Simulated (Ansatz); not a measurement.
The same path of C2H5NS (9 atoms, charge 0, multiplicity 1) was run 3 times with different band settings.

Method: Ansatz 0.2.0, UKS B3LYP-D4/def2-SVP.

Relaxed end points:

```xyz
9
Properties=species:S:1:pos:R:3
C 0.675 1.002 -0.030
C -0.165 -0.050 -0.057
N 0.016 -1.211 -0.797
S -1.754 -0.080 0.776
H 1.655 0.936 -0.509
H 0.394 1.945 0.437
H -0.227 -2.075 -0.321
H 0.899 -1.267 -1.294
H -1.405 0.754 1.779
```

```xyz
9
Properties=species:S:1:pos:R:3
C 0.876 1.081 -0.070
C -0.014 0.092 0.135
N -0.129 -1.071 -0.619
S -1.189 0.218 1.478
H 1.686 0.959 -0.794
H 0.798 2.026 0.466
H -0.290 -1.914 -0.074
H 0.604 -1.196 -1.312
H -2.254 -0.241 0.774
```

Common settings: climbing image yes; spring 5.0 eV/Å²; start path through a guess of the saddle point; force threshold 0.03 eV/Å; iteration limit 60; end points relaxed.

| run | movable images | optimiser | largest step |
| --- | --- | --- | --- |
| 1 | 5 | quadratic models (default) | default |
| 2 | 3 | quadratic models (default) | default |
| 3 | 5 | fire | 0.5 Å |

Problem. What does each run give, and how far can it be trusted?

Solution. Run 1: converged after 12 iterations, highest image 0.067 eV above the first end. A vibrational analysis at the climbing image gives one clearly imaginary mode, 167i cm⁻¹: a first-order saddle point.
Run 2: converged after 10 iterations, highest image 0.068 eV above the first end. Another band between the same ends (5 images) ends at a top of the same energy, where a vibrational analysis finds 1 clearly imaginary mode. So few images can step over the top or miss a turn of the path.
Run 3: converged after 56 iterations, highest image 0.068 eV above the first end. Another band between the same ends (5 images) ends at a top of the same energy, where a vibrational analysis finds 1 clearly imaginary mode.
